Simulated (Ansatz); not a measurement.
**CH₄Si (singlet): from Hartree-Fock to the top rungs at distance Si1–C2 = 1.528 Å, cc-pVTZ**

An exercise on one series of results from a longer session: the logs are not shown, and one member is left open.

Program: Ansatz 0.2.0, Gaussian basis. Level of theory: cc-pVTZ, core rule «outside noble gas», up to 6 orbitals frozen. These are calculated values, not measurements.

To be run: UHF; CCSD(T) on RHF; BCCD(T) on RHF; CCSDT(Q) on RHF.

## What is computed

The geometry derives from a PBE0/def2-TZVP stationary point (not a proven minimum). One bond is set to the value named and the two fragments are kept rigid.

6 atoms, charge 0, spin multiplicity 1.

Atoms are counted from 1 here; the program's logs count them from 0.

Bond lengths: Si1–C2 1.528 Å, Si1–H3 1.478 Å, Si1–H4 1.478 Å, C2–H5 1.084 Å, C2–H6 1.084 Å. Angles: C2–Si1–H3 122.7°, C2–Si1–H4 122.7°, H3–Si1–H4 114.7°, Si1–C2–H5 122.2°, Si1–C2–H6 122.2°, H5–C2–H6 115.7°.

As a file:

```
Si    0.0000    0.0000    0.4756
C     0.0000    0.0000   -1.0524
H     0.0000    1.2445    1.2733
H     0.0000   -1.2445    1.2733
H     0.0000    0.9175   -1.6293
H     0.0000   -0.9175   -1.6293
```

Set-up of the first run:

in.yaml

```yaml
crystal:
  periodic: [false, false, false]
  atoms:
    - {symbol: Si, position_ang: [0.000000, 0.000000, 0.475605]}
    - {symbol: C, position_ang: [0.000000, 0.000000, -1.052395]}
    - {symbol: H, position_ang: [0.000000, 1.244456, 1.273344]}
    - {symbol: H, position_ang: [0.000000, -1.244456, 1.273344]}
    - {symbol: H, position_ang: [0.000000, 0.917470, -1.629313]}
    - {symbol: H, position_ang: [0.000000, -0.917470, -1.629313]}
basis:
  gaussian: {orbitals: cc-pVTZ}
magnetization: {spin_polarized: true, initial_magnetization: 0}
hamiltonian: {xc: hf}
output: {orbitals: {seedname: orbitals}}
```

On the command line:

```
$ ansatz run in.yaml --threads 1 --pin off --events-out ev --progress --plain --max-ram 4096MiB --backend cpu
```

Among the steps run: UHF; CCSD(T) on RHF; BCCD(T) on RHF; CCSDT(Q) on RHF.

One of the session's tables, all rows but one given; the rest of the session is left out.

| method | from RCCSDT(Q) (kJ/mol) |
| --- | --- |
| RHF | +885.6 |
| RMP2 | ? |
| RCCSD | +38.3 |
| RCCSD(T) | +4.0 |
| BCCD(T) | +3.9 |
| RCCSDT | +1.9 |
| RCCSDT(Q) | 0 |

Q: Estimate the row for RMP2 from the others.

**Answer.** from RCCSDT(Q) (kJ/mol): +116.5. In the column «from RCCSDT(Q) (kJ/mol)» it lies between RCCSD (+38.3) and RHF (+885.6).
